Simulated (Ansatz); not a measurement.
## Molecular dynamics, step by step

CHClF (SMILES F[CH-]Cl) (charge -1), closed shell, PBE0-D4/def2-SVPD (Ansatz 0.2.0). Settings (timestep in fs, temperature in K; T counts 6 degrees of freedom):

```yaml
hamiltonian: {xc: pbe0, dispersion: d4}
md: {n_steps: 60, timestep: 0.75, temperature: 500, ensemble: nvt_nose_hoover, seed: 121, initial_velocities: maxwell_boltzmann}
```

Start (the SMILES describes the start alone):

```xyz
4
angstrom
F -1.2616 -0.1762 -0.3967
C -0.1481 0.3145 0.3745
Cl 1.0479 -1.1234 0.3947
H 0.3618 0.9851 -0.3724
```

```json
{"step": "0", "time (fs)": "0.00", "potential energy less the start (meV)": "0.0", "kinetic energy (meV)": "129.3", "T (K)": "500"}
{"step": "4", "time (fs)": "3.00", "potential energy less the start (meV)": "38.9", "kinetic energy (meV)": "90.4", "T (K)": "350"}
{"step": "8", "time (fs)": "6.00", "potential energy less the start (meV)": "93.4", "kinetic energy (meV)": "36.3", "T (K)": "140"}
{"step": "12", "time (fs)": "9.00", "potential energy less the start (meV)": "101.6", "kinetic energy (meV)": "28.0", "T (K)": "108"}
{"step": "16", "time (fs)": "12.00", "potential energy less the start (meV)": "57.5", "kinetic energy (meV)": "72.1", "T (K)": "279"}
{"step": "20", "time (fs)": "15.00", "potential energy less the start (meV)": "5.2", "kinetic energy (meV)": "124.6", "T (K)": "482"}
{"step": "24", "time (fs)": "18.00", "potential energy less the start (meV)": "-5.7", "kinetic energy (meV)": "136.3", "T (K)": "527"}
{"step": "28", "time (fs)": "21.00", "potential energy less the start (meV)": "11.9", "kinetic energy (meV)": "119.1", "T (K)": "461"}
{"step": "32", "time (fs)": "24.00", "potential energy less the start (meV)": "50.3", "kinetic energy (meV)": "81.3", "T (K)": "315"}
{"step": "36", "time (fs)": "27.00", "potential energy less the start (meV)": "81.8", "kinetic energy (meV)": "50.2", "T (K)": "194"}
{"step": "40", "time (fs)": "30.00", "potential energy less the start (meV)": "94.1", "kinetic energy (meV)": "38.3", "T (K)": "148"}
{"step": "44", "time (fs)": "33.00", "potential energy less the start (meV)": "63.5", "kinetic energy (meV)": "69.1", "T (K)": "267"}
{"step": "48", "time (fs)": "36.00", "potential energy less the start (meV)": "9.6", "kinetic energy (meV)": "123.7", "T (K)": "479"}
{"step": "52", "time (fs)": "39.00", "potential energy less the start (meV)": "-30.0", "kinetic energy (meV)": "164.3", "T (K)": "635"}
{"step": "56", "time (fs)": "42.00", "potential energy less the start (meV)": "-0.6", "kinetic energy (meV)": "136.3", "T (K)": "527"}
{"step": "60", "time (fs)": "45.00", "potential energy less the start (meV)": "70.2", "kinetic energy (meV)": "66.7", "T (K)": "258"}
```

Step 40, positions (Å) and forces (eV/Å):

```
atom       x       y       z      Fx      Fy      Fz
  F1  -1.267  -0.206  -0.415   0.737   0.958   0.840
  C2  -0.169   0.442   0.419  -1.183  -1.526  -0.686
 Cl3   1.059  -1.151   0.390   0.044   0.622   0.064
  H4   0.295   1.024  -0.401   0.402  -0.054  -0.218
```

Step 48, positions (Å) and forces (eV/Å):

```json
{"atom": "F1", "x": "-1.261", "y": "-0.186", "z": "-0.404", "Fx": "0.275", "Fy": "0.558", "Fz": "0.431"}
{"atom": "C2", "x": "-0.209", "y": "0.427", "z": "0.395", "Fx": "-0.410", "Fy": "-0.659", "Fz": "-0.705"}
{"atom": "Cl3", "x": "1.070", "y": "-1.158", "z": "0.393", "Fx": "0.024", "Fy": "0.510", "Fz": "0.008"}
{"atom": "H4", "x": "0.293", "y": "1.035", "z": "-0.419", "Fx": "0.110", "Fy": "-0.409", "Fz": "0.267"}
```

Step 52, positions (Å) and forces (eV/Å):

```json
{"atom": "F1", "x": "-1.256", "y": "-0.172", "z": "-0.395", "Fx": "-0.304", "Fy": "0.139", "Fz": "-0.117"}
{"atom": "C2", "x": "-0.235", "y": "0.411", "z": "0.375", "Fx": "0.137", "Fy": "-0.304", "Fz": "0.118"}
{"atom": "Cl3", "x": "1.076", "y": "-1.159", "z": "0.395", "Fx": "0.042", "Fy": "0.310", "Fz": "0.025"}
{"atom": "H4", "x": "0.315", "y": "0.997", "z": "-0.406", "Fx": "0.125", "Fy": "-0.146", "Fz": "-0.027"}
```

Last step (60):

F1  (-1.254, -0.144, -0.382)
C2  (-0.279, 0.377, 0.344)
Cl3  (1.087, -1.159, 0.398)
H4  (0.384, 0.900, -0.400)
(Å)

The run took about 62 s on 2 CPU threads of an Arm Neoverse V1 (shared host).
